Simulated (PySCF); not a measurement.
## The first ionisation energy along the halogens

Calculated with PySCF 2.14 from differences of total energies of unrestricted determinants, without spin-orbit coupling. Values in eV. The last column holds reference values (NIST; (s) semi-empirical, (t) theoretical, else measured). Unmarked ones compare directly (S terms, centres of terms, or small fine structure); those marked * lie between the lowest fine-structure levels and include a spin-orbit shift.

| element | configurations | UHF | LDA | MP2 (valence) | CCSD (valence) | CCSD(T) (valence) | r2SCAN | reference |
| --- | --- | --- | --- | --- | --- | --- | --- | --- |
| F (cc-pVDZ-DK, spin-free X2C) | [He] 2s2 2p5 → [He] 2s2 2p4 | 15.624 | 17.597 | 16.771 | 16.690 | 16.693 | 17.341 | 17.427 |
| Cl (cc-pVDZ-DK, spin-free X2C) | [Ne] 3s2 3p5 → [Ne] 3s2 3p4 | 11.796 | 13.135 | 12.407 | 12.345 | 12.347 | 13.015 | 12.974 |
| Br (cc-pVDZ-DK, spin-free X2C) | [Ar] 3d10 4s2 4p5 → [Ar] 3d10 4s2 4p4 | 10.759 | 12.037 | 11.316 | 11.279 | 11.280 | 11.880 | 11.844 |

| method | elements | mean error (eV) | mean absolute error (eV) | largest error (eV) |
| --- | --- | --- | --- | --- |
| UHF | 3 | -1.355 | 1.355 | -1.803 |
| LDA | 3 | 0.175 | 0.175 | 0.193 |
| MP2 (valence) | 3 | -0.583 | 0.583 | -0.656 |
| CCSD (valence) | 3 | -0.644 | 0.644 | -0.737 |
| CCSD(T) (valence) | 3 | -0.642 | 0.642 | -0.734 |
| r2SCAN | 3 | -0.003 | 0.054 | -0.086 |

Errors include the incompleteness of the basis and the frozen core.

"Valence" correlates the outer s and p shells and, in groups 3 to 12 and the f block, the outer d or f shell, open or full, or the next shell where the ion has no valence electron left; the wider scheme adds the next inner shell.
